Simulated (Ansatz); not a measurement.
# Isomers and spin states of SiAsH

Ansatz 0.2.0, basis cc-pVDZ; geometries are PBE0/def2-TZVP minima. Wave-function levels freeze the cores with the filled d shells of p-block atoms; HF, MP2 and coupled cluster are restricted for singlets and unrestricted otherwise, restricted open-shell where a d shell is frozen, Kohn–Sham unrestricted where that lies lower. NEVPT2 and MRCISD+Q stand on CASSCF in the full valence space. The reference is CCSDTQ (coupled cluster only where its series has nearly closed). Semilocal and hybrid functionals correlate all electrons outside any core potential and usually lie nearer their basis limit than the reference, so part of their error here is the reference's basis and frozen-core error; RPA and the MP2 part of double hybrids freeze the same cores as the reference. None of these values is a measured one. Energies are electronic, without zero-point terms. No spin–orbit coupling and no scalar relativity. The set is small: such energies can lie up to about 0.3 eV from the limit, spin gaps mostly less, so near ties and functionals' places can change in larger sets. The species are chosen: bound, without strong static correlation by their natural occupations or amplitudes, and with a ladder that closes on the reference, so errors are smaller than for species at large; levels whose determinant breaks symmetry or spin markedly are left out.

A. triplet; Si–As 2.196, Si–H 1.512, angle at Si 117°. Coordinates (Å): Si 0.000 -0.104 1.572; As 0.000 0.023 -0.621; H 0.000 1.205 2.329
B. singlet; Si–As 2.042, Si–H 1.485, angle at Si 180°. Coordinates (Å): Si 0.000 0.000 0.186; As 0.000 0.000 -1.856; H 0.000 0.000 1.671
C. singlet; Si–As 2.148, Si–H 1.800, As–H 1.622. Coordinates (Å): Si 0.000 -0.026 1.559; As 0.000 -0.008 -0.589; H 0.000 1.312 0.355

**Question.** From bonding and spin, estimate the order of these in energy at CCSDTQ, each at its own geometry.

**Answer.** At CCSDTQ, above the lowest of those listed: C (0.0 kJ/mol), B (18.3 kJ/mol), A (117.6 kJ/mol).

| level | B less C (kJ/mol) | A less C (kJ/mol) |
| --- | --- | --- |
| CCSDTQ | 18.3 | 117.6 |
| HF | 39.9 | 66.6 |
| MP2 | 8.9 | 128.6 |
| CCSD | 25.7 | 118.1 |
| CCSD(T) | 19.3 | 120.8 |
| CCSDT | 19.3 | 117.6 |
| NEVPT2 | 15.4 | 122.0 |
| MRCISD+Q | 17.6 | 118.7 |
| PBE | 22.9 | 126.0 |
| B3LYP | 25.2 | 120.6 |
| RPA-PBE | 24.0 | 122.6 |

Every level shown puts the same form lowest.

The geometries are PBE0's, not this basis's own minima.
